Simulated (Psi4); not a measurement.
**UHF/3-21G run of BCl2 (SMILES Cl[B]Cl)**

What is the vertical ionisation energy of BCl2 at UHF/3-21G? 

The results are computed with Psi4 1.11.

2 further runs of the same task are left out: 2 set aside as unsound or not needed.

**1. The structure to begin with**

BCl2 has 3 atoms, charge 0, and is taken as a doublet. SMILES: `Cl[B]Cl`. The coordinates come from a PBE0-D4/def2-TZVP relaxation.

Bond lengths: Cl1–B2 1.720 Å, B2–Cl3 1.720 Å. Angles: Cl1–B2–Cl3 125.4°.

**2. Energy and gradient at UHF/3-21G**

File calc.py:

```python
import psi4

psi4.set_memory('1600 MB')
psi4.set_num_threads(1)
psi4.core.set_output_file('output.dat', False)

molecule = psi4.geometry("""
0 2
Cl     0.371500    -1.525600     0.030000
B     -0.463900    -0.050300    -0.256900
Cl     0.081500     1.511100     0.213700
symmetry c1
""")

options = {'reference': 'uhf', 'puream': True, 'e_convergence': 1e-09, 'd_convergence': 1e-08, 'scf_type': 'pk', 'maxiter': 100}
psi4.set_options(options)

E, wfn = psi4.gradient("hf/3-21G", return_wfn=True)
psi4.oeprop(wfn, "LOWDIN_CHARGES", "DIPOLE", "WIBERG_LOWDIN_INDICES")
print('gradient / Eh bohr^-1')
print(E.np.round(6))
print(f'energy = {wfn.energy():.10f} Eh')
for k, v in sorted(psi4.core.scalar_variables().items()):
    print(f'{k:45s} {v:18.10f}')
```

Command:

```sh
python calc.py
```

output.dat:

```text
gradient() will perform analytic gradient computation.

   => Loading Basis Set <=

    Name: 3-21G
    Role: ORBITAL
    Keyword: BASIS

         ---------------------------------------------------------
                                   SCF
                              UHF Reference
                        1 Threads,   1525 MiB Core
         ---------------------------------------------------------

  ==> Geometry <==

    Molecular point group: c1
    Full point group: Cs

    Geometry (in Angstrom), charge = 0, multiplicity = 2:

       Center              X                  Y                   Z               Mass
    ------------   -----------------  -----------------  -----------------  -----------------
         CL           0.190857587496    -1.519840133222    -0.000000000000    34.968852682000
         B           -0.680356305441    -0.037375559361     0.000000000000    11.009305360000
         CL           0.023340184113     1.531607146277    -0.000000000000    34.968852682000

  Running in c1 symmetry.

  Rotational constants: A =      2.84948  B =      0.10323  C =      0.09963 [cm^-1]
  Rotational constants: A =  85425.26624  B =   3094.90399  C =   2986.69779 [MHz]
  Nuclear repulsion =  102.359078461763858

  Charge       = 0
  Multiplicity = 2
  Electrons    = 39
  Nalpha       = 20
  Nbeta        = 19

  ==> Algorithm <==

  SCF Algorithm Type is PK.
  DIIS enabled.
  MOM disabled.
  Fractional occupation disabled.
  Guess Type is SAD.
  Energy threshold   = 1.00e-09
  Density threshold  = 1.00e-08
  Integral threshold = 1.00e-12

  ==> Primary Basis <==

  Basis Set: 3-21G
    Blend: 3-21G
    Number of shells: 19
    Number of basis functions: 35
    Number of Cartesian functions: 35
    Spherical Harmonics?: true
    Max angular momentum: 1

  ==> Integral Setup <==

  Using in-core PK algorithm.
   Calculation information:
      Number of atoms:                   3
      Number of AO shells:              19
      Number of primitives:             39
      Number of atomic orbitals:        35
      Number of basis functions:        35

      Integral cutoff                 1.00e-12
      Number of threads:                 1

  Performing in-core PK
  Using 397530 doubles for integral storage.
  We computed 15949 shell quartets total.
  Whereas there are 18145 unique shell quartets.

  ==> DiskJK: Disk-Based J/K Matrices <==

    J tasked:                  Yes
    K tasked:                  Yes
    wK tasked:                  No
    Memory [MiB]:             1144
    Schwarz Cutoff:          1E-12

  Minimum eigenvalue in the overlap matrix is 1.7738412700E-02.
  Reciprocal condition number of the overlap matrix is 5.2736604747E-03.
    Using symmetric orthogonalization.

  ==> Pre-Iterations <==

  SCF Guess: Superposition of Atomic Densities via on-the-fly atomic UHF (no occupation information).

   -------------------------
    Irrep   Nso     Nmo
   -------------------------
     A         35      35
   -------------------------
    Total      35      35
   -------------------------

  ==> Iterations <==

                        Total Energy        Delta E     RMS |[F,P]|

   @UHF iter SAD:  -938.94906708666008   -9.38949e+02   0.00000e+00
   @UHF iter   1:  -939.10325246606089   -1.54185e-01   5.66266e-03 DIIS/ADIIS
   @UHF iter   2:  -939.12946366077313   -2.62112e-02   2.16772e-03 DIIS/ADIIS
   @UHF iter   3:  -939.13401897743631   -4.55532e-03   5.64791e-04 DIIS/ADIIS
   @UHF iter   4:  -939.13464791246452   -6.28935e-04   1.48638e-04 DIIS/ADIIS
   @UHF iter   5:  -939.13470819070358   -6.02782e-05   6.33805e-05 DIIS
   @UHF iter   6:  -939.13471992783423   -1.17371e-05   2.42320e-05 DIIS
   @UHF iter   7:  -939.13472176733626   -1.83950e-06   5.29800e-06 DIIS
   @UHF iter   8:  -939.13472183870999   -7.13737e-08   1.19147e-06 DIIS
   @UHF iter   9:  -939.13472184275895   -4.04896e-09   2.66912e-07 DIIS
   @UHF iter  10:  -939.13472184297711   -2.18165e-10   5.95249e-08 DIIS
   @UHF iter  11:  -939.13472184298769   -1.05729e-11   1.29083e-08 DIIS
   @UHF iter  12:  -939.13472184298735    3.41061e-13   3.51918e-09 DIIS
  Energy and wave function converged.

  ==> Post-Iterations <==

   @Spin Contamination Metric:   4.432717163E-03
   @S^2 Expected:                7.500000000E-01
   @S^2 Observed:                7.544327172E-01
   @S   Expected:                5.000000000E-01
   @S   Observed:                5.000000000E-01

    Orbital Energies [Eh]
    ---------------------

    Alpha Occupied:

       1A   -104.141474     2A   -104.141291     3A    -10.539528
       4A    -10.538958     5A     -8.003089     6A     -8.002948
       7A     -7.998508     8A     -7.998353     9A     -7.997780
      10A     -7.997755    11A     -7.732531    12A     -1.193594
      13A     -1.148114    14A     -0.704674    15A     -0.605167
      16A     -0.580382    17A     -0.549459    18A     -0.489899
      19A     -0.488909    20A     -0.379321

    Alpha Virtual:

      21A      0.045121    22A      0.225695    23A      0.267157
      24A      0.555492    25A      0.564355    26A      0.594749
      27A      0.669761    28A      0.749467    29A      0.756573
      30A      0.799398    31A      0.810282    32A      0.817545
      33A      0.859454    34A      0.993967    35A      1.017774

    Beta Occupied:

       1A   -104.140595     2A   -104.140413     3A    -10.538463
       4A    -10.537892     5A     -8.001021     6A     -8.000871
       7A     -7.998157     8A     -7.998132     9A     -7.996042
      10A     -7.995893    11A     -7.709706    12A     -1.181243
      13A     -1.139202    14A     -0.674755    15A     -0.585181
      16A     -0.544347    17A     -0.530628    18A     -0.494241
      19A     -0.482648

    Beta Virtual:

      20A      0.074034    21A      0.094216    22A      0.237197
      23A      0.317146    24A      0.580406    25A      0.616553
      26A      0.620485    27A      0.713938    28A      0.758921
      29A      0.763702    30A      0.799508    31A      0.819112
      32A      0.821824    33A      0.863543    34A      1.011076
      35A      1.024922

    Final Occupation by Irrep:
              A
    DOCC [    19 ]
    SOCC [     1 ]
    NA   [    20 ]
    NB   [    19 ]

  @UHF Final Energy:  -939.13472184298735

   => Energetics <=

    Nuclear Repulsion Energy =            102.3590784617638576
    One-Electron Energy =               -1501.0664368089760501
    Two-Electron Energy =                 459.5726365042249313
    Total Energy =                       -939.1347218429873465

  UHF NO Occupations:
  HONO-2 :   18  A 1.9993053
  HONO-1 :   19  A 1.9987918
  HONO-0 :   20  A 1.0000000
  LUNO+0 :   21  A 0.0012082
  LUNO+1 :   22  A 0.0006947
  LUNO+2 :   23  A 0.0002189
  LUNO+3 :   24  A 0.0000496

Computation Completed

Properties will be evaluated at   0.000000,   0.000000,   0.000000 [a0]

Properties computed using the SCF density matrix

 Multipole Moments:

 ------------------------------------------------------------------------------------
     Multipole            Electronic (a.u.)      Nuclear  (a.u.)        Total (a.u.)
 ------------------------------------------------------------------------------------

 L = 1.  Multiply by 2.5417464519 to convert [e a0] to [Debye]
 Dipole X            :         -0.6642150            0.4527417           -0.2114733
 Dipole Y            :         -0.0365881            0.0248715           -0.0117166
 Dipole Z            :         -0.0000000           -0.0000000           -0.0000000
 Magnitude           :                                                    0.2117977

 ------------------------------------------------------------------------------------

	total time  =          1 seconds =       0.02 minutes

         ------------------------------------------------------------
                                   SCF GRAD
         ------------------------------------------------------------

  ==> Geometry <==

    Molecular point group: c1
    Full point group: Cs

    Geometry (in Angstrom), charge = 0, multiplicity = 2:

       Center              X                  Y                   Z               Mass
    ------------   -----------------  -----------------  -----------------  -----------------
         CL           0.190857587496    -1.519840133222    -0.000000000000    34.968852682000
         B           -0.680356305441    -0.037375559361     0.000000000000    11.009305360000
         CL           0.023340184113     1.531607146277    -0.000000000000    34.968852682000

  Nuclear repulsion =  102.359078461763858

  ==> Basis Set <==

  Basis Set: 3-21G
    Blend: 3-21G
    Number of shells: 19
    Number of basis functions: 35
    Number of Cartesian functions: 35
    Spherical Harmonics?: true
    Max angular momentum: 1

  ==> DirectJKGrad: Integral-Direct SCF Gradients <==

    Gradient:                    1
    J tasked:                  Yes
    K tasked:                  Yes
    wK tasked:                  No
    Integrals threads:           1
    Schwarz Cutoff:          1E-12

  -Total Gradient:
     Atom            X                  Y                   Z
    ------   -----------------  -----------------  -----------------
       1       -0.012113044221     0.024206617680     0.000000000000
       2        0.021493045978     0.001158072587    -0.000000000000
       3       -0.009380001757    -0.025364690260     0.000000000000

	total time  =          0 seconds =       0.00 minutes

Properties will be evaluated at   0.000000,   0.000000,   0.000000 [a0]
OEProp: No title given, name of density matrix used for the following properties is 'SCF alpha density'

 Multipole Moments:

 ------------------------------------------------------------------------------------
     Multipole            Electronic (a.u.)      Nuclear  (a.u.)        Total (a.u.)
 ------------------------------------------------------------------------------------

 L = 1.  Multiply by 2.5417464519 to convert [e a0] to [Debye]
 Dipole X            :         -0.6642150            0.4527417           -0.2114733
 Dipole Y            :         -0.0365881            0.0248715           -0.0117166
 Dipole Z            :         -0.0000000           -0.0000000           -0.0000000
 Magnitude           :                                                    0.2117977

 ------------------------------------------------------------------------------------
  Lowdin Charges: (a.u.)
   Center  Symbol    Alpha    Beta     Spin     Total
       1    CL     8.50947  8.46801  0.04146  0.02253
       2     B     2.98104  2.06397  0.91707 -0.04500
       3    CL     8.50950  8.46803  0.04147  0.02248

  Total alpha = 20.00000, Total beta = 19.00000, Total charge =  0.00000

  Wiberg Bond Indices using Orthogonal Lowdin Orbitals:

  Total Bond Index:
  Irrep: 1 Size: 3 x 3

                 1                   2                   3

    1     0.00000000000000     1.48495540099962     0.10222873647040
    2     1.48495540099962     0.00000000000000     1.48487738389629
    3     0.10222873647040     1.48487738389629     0.00000000000000

  Alpha Contribution:
  Irrep: 1 Size: 3 x 3

                 1                   2                   3

    1     0.00000000000000     0.72947140690387     0.05691736276510
    2     0.72947140690387     0.00000000000000     0.72943049468988
    3     0.05691736276510     0.72943049468988     0.00000000000000

  Beta Contribution:
  Irrep: 1 Size: 3 x 3

                 1                   2                   3

    1     0.00000000000000     0.75548399409575     0.04531137370530
    2     0.75548399409575     0.00000000000000     0.75544688920641
    3     0.04531137370530     0.75544688920641     0.00000000000000

  Atomic Valences:

 #  #
 Irrep: 1
      1:    1.587184137470018
      2:    2.969832784895911
      3:    1.587106120366696
```

On the terminal:

```text
gradient / Eh bohr^-1
[[-0.012113  0.024207  0.      ]
 [ 0.021493  0.001158 -0.      ]
 [-0.00938  -0.025365  0.      ]]
energy = -939.1347218430 Eh
CURRENT ENERGY                                   -939.1347218430
CURRENT REFERENCE ENERGY                         -939.1347218430
DD SOLVATION ENERGY                                 0.0000000000
HF KINETIC ENERGY                                 938.6668188311
HF POTENTIAL ENERGY                             -1877.8015406741
HF TOTAL ENERGY                                  -939.1347218430
HF VIRIAL RATIO                                     2.0004984761
NUCLEAR REPULSION ENERGY                          102.3590784618
ONE-ELECTRON ENERGY                             -1501.0664368090
PCM POLARIZATION ENERGY                             0.0000000000
PE ENERGY                                           0.0000000000
SCF ITERATION ENERGY                             -939.1347218430
SCF ITERATIONS                                     12.0000000000
SCF TOTAL ENERGY                                 -939.1347218430
TWO-ELECTRON ENERGY                               459.5726365042
```

Wall time 2.5 s (1 thread of Intel Xeon Platinum 8259CL at 2.50GHz (Skylake/Cascade Lake), shared host); peak memory 0.18 GiB.

**3. The singlet cation: the energy at HF/3-21G**

File job.json:

```json
{
  "schema_name": "qcschema_input",
  "schema_version": 1,
  "molecule": {
    "schema_name": "qcschema_molecule",
    "schema_version": 2,
    "symbols": ["Cl", "B", "Cl"],
    "geometry": [0.70203326, -2.88296618, 0.05669178, -0.87664395, -0.09505322, -0.48547064, 0.15401268, 2.85556515, 0.40383447],
    "molecular_charge": 1,
    "molecular_multiplicity": 1,
    "fix_symmetry": "c1"
  },
  "driver": "energy",
  "model": {
    "method": "hf",
    "basis": "3-21G"
  },
  "keywords": {
    "reference": "rhf",
    "puream": true,
    "e_convergence": 1e-09,
    "d_convergence": 1e-08,
    "scf_type": "pk"
  }
}
```

Command:

```sh
psi4 --qcschema job.json -n 1 --memory 1600MB
```

stdout:

```text
Psi4 1.11 release

   => Loading Basis Set <=

    Name: 3-21G
    Role: ORBITAL
    Keyword: BASIS

         ---------------------------------------------------------
                                   SCF
                              RHF Reference
                        1 Threads,   1525 MiB Core
         ---------------------------------------------------------

  ==> Geometry <==

    Molecular point group: c1
    Full point group: Cs

    Geometry (in Bohr), charge = 1, multiplicity = 1:

       Center              X                  Y                   Z               Mass
    ------------   -----------------  -----------------  -----------------  -----------------
         CL           0.360668571795    -2.872081609373    -0.000000000000    34.968852682000
         B           -1.285687085188    -0.070629566898     0.000000000000    11.009305360000
         CL           0.044106553284     2.894318040075     0.000000000000    34.968852682000

  Running in c1 symmetry.

  Rotational constants: A =      2.84948  B =      0.10323  C =      0.09963 [cm^-1]
  Rotational constants: A =  85425.26624  B =   3094.90398  C =   2986.69779 [MHz]
  Nuclear repulsion =  102.359078380213518

  Charge       = 1
  Multiplicity = 1
  Electrons    = 38
  Nalpha       = 19
  Nbeta        = 19

  ==> Algorithm <==

  SCF Algorithm Type is PK.
  DIIS enabled.
  MOM disabled.
  Fractional occupation disabled.
  Guess Type is SAD.
  Energy threshold   = 1.00e-09
  Density threshold  = 1.00e-08
  Integral threshold = 1.00e-12

  ==> Primary Basis <==

  Basis Set: 3-21G
    Blend: 3-21G
    Number of shells: 19
    Number of basis functions: 35
    Number of Cartesian functions: 35
    Spherical Harmonics?: true
    Max angular momentum: 1

  ==> Integral Setup <==

  Using in-core PK algorithm.
   Calculation information:
      Number of atoms:                   3
      Number of AO shells:              19
      Number of primitives:             39
      Number of atomic orbitals:        35
      Number of basis functions:        35

      Integral cutoff                 1.00e-12
      Number of threads:                 1

  Performing in-core PK
  Using 397530 doubles for integral storage.
  We computed 15949 shell quartets total.
  Whereas there are 18145 unique shell quartets.

  ==> DiskJK: Disk-Based J/K Matrices <==

    J tasked:                  Yes
    K tasked:                  Yes
    wK tasked:                  No
    Memory [MiB]:             1144
    Schwarz Cutoff:          1E-12

  Minimum eigenvalue in the overlap matrix is 1.7738412768E-02.
  Reciprocal condition number of the overlap matrix is 5.2736604983E-03.
    Using symmetric orthogonalization.

  ==> Pre-Iterations <==

  SCF Guess: Superposition of Atomic Densities via on-the-fly atomic UHF (no occupation information).

   -------------------------
    Irrep   Nso     Nmo
   -------------------------
     A         35      35
   -------------------------
    Total      35      35
   -------------------------

  ==> Iterations <==

                        Total Energy        Delta E     RMS |[F,P]|

   @RHF iter SAD:  -938.94906708351732   -9.38949e+02   0.00000e+00
   @RHF iter   1:  -938.68217272102117    2.66894e-01   1.00680e-02 ADIIS/DIIS
   @RHF iter   2:  -938.74989868935972   -6.77260e-02   6.96768e-03 ADIIS/DIIS
   @RHF iter   3:  -938.78831825121529   -3.84196e-02   9.74092e-04 ADIIS/DIIS
   @RHF iter   4:  -938.78942276005989   -1.10451e-03   2.86673e-04 ADIIS/DIIS
   @RHF iter   5:  -938.78963384593101   -2.11086e-04   6.78080e-05 DIIS
   @RHF iter   6:  -938.78964673637631   -1.28904e-05   9.02701e-06 DIIS
   @RHF iter   7:  -938.78964689321322   -1.56837e-07   1.55992e-06 DIIS
   @RHF iter   8:  -938.78964689917711   -5.96390e-09   2.89929e-07 DIIS
   @RHF iter   9:  -938.78964689939778   -2.20666e-10   4.82067e-08 DIIS
   @RHF iter  10:  -938.78964689940506   -7.27596e-12   1.28654e-08 DIIS
   @RHF iter  11:  -938.78964689940506    0.00000e+00   3.23995e-09 DIIS
  Energy and wave function converged.

  ==> Post-Iterations <==

    Orbital Energies [Eh]
    ---------------------

    Doubly Occupied:

       1A   -104.426192     2A   -104.426009     3A    -10.820909
       4A    -10.820333     5A     -8.282861     6A     -8.282718
       7A     -8.278651     8A     -8.278562     9A     -8.278536
      10A     -8.278498    11A     -8.083674    12A     -1.457280
      13A     -1.412913    14A     -0.946374    15A     -0.857941
      16A     -0.806042    17A     -0.801996    18A     -0.741002
      19A     -0.733866

    Virtual:

      20A     -0.300457    21A     -0.213616    22A     -0.022626
      23A      0.029346    24A      0.279773    25A      0.318156
      26A      0.324768    27A      0.418059    28A      0.524023
      29A      0.525744    30A      0.565019    31A      0.579836
      32A      0.585479    33A      0.630509    34A      0.744357
      35A      0.773705

    Final Occupation by Irrep:
              A
    DOCC [    19 ]
    NA   [    19 ]
    NB   [    19 ]

  @RHF Final Energy:  -938.78964689940506

   => Energetics <=

    Nuclear Repulsion Energy =            102.3590783802135178
    One-Electron Energy =               -1490.2687353291219097
    Two-Electron Energy =                 449.1200100495032075
    Total Energy =                       -938.7896468994051702

Computation Completed

Properties will be evaluated at   0.000000,   0.000000,   0.000000 [a0]

Properties computed using the SCF density matrix

 Multipole Moments:

 ------------------------------------------------------------------------------------
     Multipole            Electronic (a.u.)      Nuclear  (a.u.)        Total (a.u.)
 ------------------------------------------------------------------------------------

 L = 1.  Multiply by 2.5417464519 to convert [e a0] to [Debye]
 Dipole X            :         -1.5285308            0.4527417           -1.0757891
 Dipole Y            :         -0.0840381            0.0248715           -0.0591666
 Dipole Z            :         -0.0000000           -0.0000000           -0.0000000
 Magnitude           :                                                    1.0774149

 ------------------------------------------------------------------------------------

	total time  =          0 seconds =       0.00 minutes

    Psi4 run time: 0:00:00.81
```

The result, in JSON:

```text
{
 "driver": "energy",
 "model": {
  "method": "hf",
  "basis": "3-21G"
 },
 "success": true,
 "return_result": -938.789646899405,
 "properties": {
  "calcinfo_nbasis": 35,
  "calcinfo_nmo": 35,
  "calcinfo_nalpha": 19,
  "calcinfo_nbeta": 19,
  "calcinfo_natom": 3,
  "nuclear_repulsion_energy": 102.35907838021352,
  "return_energy": -938.789646899405,
  "scf_one_electron_energy": -1490.268735329122,
  "scf_two_electron_energy": 449.1200100495032,
  "scf_dipole_moment": [-1.0757891426169646, -0.05916662082925836, -4.541579514846526e-16],
  "scf_total_energy": -938.789646899405,
  "scf_iterations": 11
 }
}
```

Run time: 2.3 s. Hardware: 1 thread of Intel Xeon Platinum 8259CL at 2.50GHz (Skylake/Cascade Lake), shared host; peak memory 0.18 GiB.

**4. Summary of results**

Level: UHF/3-21G.

```
                                          quantity          value
                        doublet BCl2: total energy  -939.13472 Eh
                       doublet BCl2: dipole moment         0.54 D
  doublet BCl2: HOMO energy (highest over α and β)      -10.32 eV
   doublet BCl2: LUMO energy (lowest over α and β)        1.23 eV
                                doublet BCl2: ⟨S²⟩          0.754
            doublet BCl2: largest force on an atom     1.392 eV/Å
                      singlet cation: total energy  -938.78965 Eh
                       singlet cation: HOMO energy      -19.97 eV
                       singlet cation: LUMO energy       -8.18 eV
                     singlet cation: HOMO–LUMO gap       11.79 eV
vertical ionisation energy (to the singlet cation)       9.390 eV
```

**Reading.** The vertical ionisation energy comes to 9.39 eV (906 kJ/mol). The largest force (doublet BCl2) is 1.39 eV/Å: the shape isn't a stationary point for this species at this level. Only the singlet of the ionised species was computed; a triplet could lie lower.
